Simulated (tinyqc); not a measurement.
Worked calculation: Pariser-Parr-Pople SCF with singles CI, for the molecule c1ccccc1 (SMILES; centres numbered as the heavy atoms are written). Computed by tinyqc, a small Python program that keeps every step. Settings: charge = 0, gamma = Ohno, start = huckel, damping = 0.5, iteration cap = 78, excitations kept = 4. Command: `OMP_NUM_THREADS=1 python tinyqc.py 29556 29557 out.jsonl` (the two numbers bound the seeds that draw the settings). One thread of a shared host (Intel(R) Xeon(R) Processor @ 2.60GHz), about 0.01 s of CPU time with the checks. Later iterations appear only in the table of the cycle.

## PPP integrals

Centres (angstrom, eV; a flat drawing with bonds scaled to 1.40 angstrom):
```
centre        x        y  core charge z        W  gamma_rr
1C       1.4000   0.0000              1  11.1600   11.1300
2C       0.7000   1.2120              1  11.1600   11.1300
3C      -0.7000   1.2120              1  11.1600   11.1300
4C      -1.4000   0.0000              1  11.1600   11.1300
5C      -0.7000  -1.2120              1  11.1600   11.1300
6C       0.7000  -1.2120              1  11.1600   11.1300
```

Resonance integrals (eV):
```
i  j     beta
1  2  -2.3900
2  3  -2.3900
3  4  -2.3900
4  5  -2.3900
5  6  -2.3900
6  1  -2.3900
```

Ohno: gamma = 14.399645/sqrt(R^2 + a^2), a = 2 x 14.399645/(gamma_rr + gamma_ss); H_rr = -W_r - sum_(s != r) z_s gamma_rs; H_rs = beta for bonds.

repulsion gamma_rs (eV), lower triangle:
```
         1C       2C       3C       4C       5C       6C
1C  11.1300
2C   7.5550  11.1300
3C   5.2396   7.5539  11.1300
4C   4.6685   5.2396   7.5550  11.1300
5C   5.2396   4.6695   5.2407   7.5550  11.1300
6C   7.5550   5.2407   4.6695   5.2396   7.5539  11.1300
```

core matrix H (eV), lower triangle:
```
          1C        2C        3C        4C        5C        6C
1C  -41.4176
2C   -2.3900  -41.4186
3C    0.0000   -2.3900  -41.4186
4C    0.0000    0.0000   -2.3900  -41.4176
5C    0.0000    0.0000    0.0000   -2.3900  -41.4186
6C   -2.3900    0.0000    0.0000    0.0000   -2.3900  -41.4186
```

## Starting guess

pi electrons, sum of z_r less the charge = 6

Orbitals of the Hueckel matrix of the beta values.

P at the start, lower triangle:
```
         1C       2C       3C      4C      5C      6C
1C   1.0000
2C   0.6667   1.0000
3C   0.0000   0.6667   1.0000
4C  -0.3333   0.0000   0.6667  1.0000
5C   0.0000  -0.3333   0.0000  0.6667  1.0000
6C   0.6667   0.0000  -0.3333  0.0000  0.6667  1.0000
```

## Iteration 1: Fock matrix

F_rr = H_rr + P_rr gamma_rr / 2 + sum_(s != r) P_ss gamma_rs; F_rs = H_rs - P_rs gamma_rs / 2; E = tr P (H + F) / 2 + core repulsion sum_(r<s) z_r z_s gamma_rs.

F (eV), lower triangle:
```
         1C       2C       3C       4C       5C       6C
1C  -5.5950
2C  -4.9083  -5.5950
3C   0.0000  -4.9080  -5.5950
4C   0.7781   0.0000  -4.9083  -5.5950
5C   0.0000   0.7782   0.0000  -4.9083  -5.5950
6C  -4.9083   0.0000   0.7782   0.0000  -4.9080  -5.5950
```

pi energy = -80.2360 eV

## Iteration 1: orbitals and new P

Diagonalise F (the basis is taken as orthonormal) and form P = 2 sum c c over the lowest orbitals; 0.5 of the old P is kept.

orbital energies (eV): -14.6332  -11.2816  -11.2812  0.0912  0.0916  3.4432

P after iteration 1, lower triangle:
```
         1C       2C       3C      4C      5C      6C
1C   1.0000
2C   0.6667   1.0000
3C   0.0000   0.6667   1.0000
4C  -0.3333   0.0000   0.6667  1.0000
5C   0.0000  -0.3333   0.0000  0.6667  1.0000
6C   0.6667   0.0000  -0.3333  0.0000  0.6667  1.0000
```

## Iteration 2: Fock matrix

As before.

F (eV), lower triangle:
```
         1C       2C       3C       4C       5C       6C
1C  -5.5950
2C  -4.9083  -5.5950
3C   0.0000  -4.9079  -5.5950
4C   0.7780   0.0000  -4.9083  -5.5950
5C   0.0000   0.7783   0.0000  -4.9083  -5.5950
6C  -4.9083   0.0000   0.7783   0.0000  -4.9079  -5.5950
```

pi energy = -80.2360 eV

## Iteration 2: orbitals and new P

As before.

orbital energies (eV): -14.6332  -11.2816  -11.2812  0.0912  0.0916  3.4432

P after iteration 2, lower triangle:
```
         1C       2C       3C      4C      5C      6C
1C   1.0000
2C   0.6667   1.0000
3C   0.0000   0.6667   1.0000
4C  -0.3333   0.0000   0.6667  1.0000
5C   0.0000  -0.3333   0.0000  0.6667  1.0000
6C   0.6667   0.0000  -0.3333  0.0000  0.6667  1.0000
```

## Iteration 3: Fock matrix

As before.

F (eV), lower triangle:
```
         1C       2C       3C       4C       5C       6C
1C  -5.5950
2C  -4.9083  -5.5950
3C   0.0000  -4.9079  -5.5950
4C   0.7780   0.0000  -4.9083  -5.5950
5C   0.0000   0.7783   0.0000  -4.9083  -5.5950
6C  -4.9083   0.0000   0.7783   0.0000  -4.9079  -5.5950
```

pi energy = -80.2360 eV

## Iteration 3: orbitals and new P

As before.

orbital energies (eV): -14.6332  -11.2816  -11.2812  0.0912  0.0916  3.4432

P after iteration 3, lower triangle:
```
         1C       2C       3C      4C      5C      6C
1C   1.0000
2C   0.6667   1.0000
3C   0.0000   0.6666   1.0000
4C  -0.3333   0.0000   0.6667  1.0000
5C   0.0000  -0.3334   0.0000  0.6667  1.0000
6C   0.6667   0.0000  -0.3334  0.0000  0.6666  1.0000
```

## Convergence

Stop when output and input P, before any damping, agree to 1e-7.

Course of the cycle:
```
iteration      E (eV)  largest |P(out) - P(in)|
1          -80.235984                  3.25e-05
2          -80.235984                  2.25e-05
3          -80.235984                  1.55e-05
4          -80.235984                  1.07e-05
5          -80.235984                  7.42e-06
6          -80.235984                  5.13e-06
7          -80.235984                  3.55e-06
8          -80.235984                  2.45e-06
9          -80.235984                  1.69e-06
10         -80.235984                  1.17e-06
11         -80.235984                  8.09e-07
12         -80.235984                  5.59e-07
13         -80.235984                  3.87e-07
14         -80.235984                  2.67e-07
15         -80.235984                  1.85e-07
16         -80.235984                  1.28e-07
17         -80.235984                  8.83e-08
```

Converged in 17 iterations.

## Converged orbitals

Charges are z - P_rr.

orbital energies (eV): -14.6332  -11.2816  -11.2812  0.0912  0.0916  3.4432

coefficients:
```
       MO1      MO2      MO3      MO4      MO5      MO6
1C  0.4083   0.5773   0.0000   0.0000   0.5773   0.4083
2C  0.4082   0.2887   0.5000   0.5000  -0.2887  -0.4082
3C  0.4082  -0.2887   0.5000  -0.5000  -0.2887   0.4082
4C  0.4083  -0.5773   0.0000   0.0000   0.5773  -0.4083
5C  0.4082  -0.2887  -0.5000   0.5000  -0.2887   0.4082
6C  0.4082   0.2887  -0.5000  -0.5000  -0.2887  -0.4082
```

pi charges: 1C 0.0000, 2C 0.0000, 3C 0.0000, 4C 0.0000, 5C 0.0000, 6C 0.0000

## Singles CI, singlets

Over the 4 single excitations with the smallest orbital gaps: A = (e_a - e_i) delta + 2 (ia|jb) - (ij|ab), with (pq|rs) = sum c_mp c_mq gamma_mn c_nr c_ns. f = 2/3 w |mu|^2 in atomic units, mu = sqrt2 sum c_ia sum_m c_mi c_ma R_m.

singlet CI matrix (eV), lower triangle:
```
        3>4      3>5     2>4     2>5
3>4  6.2975
3>5  0.0000   6.1875
2>4  0.0000  -1.2120  6.1875
2>5  1.1027   0.0000  0.0000  6.2979
```

singlet excitation energies (eV): 4.9755  5.1950  7.3994  7.4004

oscillator strengths: 0.0000  0.0000  1.2680  1.2689

## Singles CI, triplets

Over the 4 single excitations with the smallest orbital gaps: A = (e_a - e_i) delta - (ij|ab), with (pq|rs) = sum c_mp c_mq gamma_mn c_nr c_ns.

triplet CI matrix (eV), lower triangle:
```
        3>4     3>5     2>4     2>5
3>4  4.2238
3>5  0.0000  4.7251
2>4  0.0000  0.2504  4.7251
2>5  0.2504  0.0000  0.0000  4.2250
```

triplet excitation energies (eV): 3.9740  4.4746  4.4748  4.9755
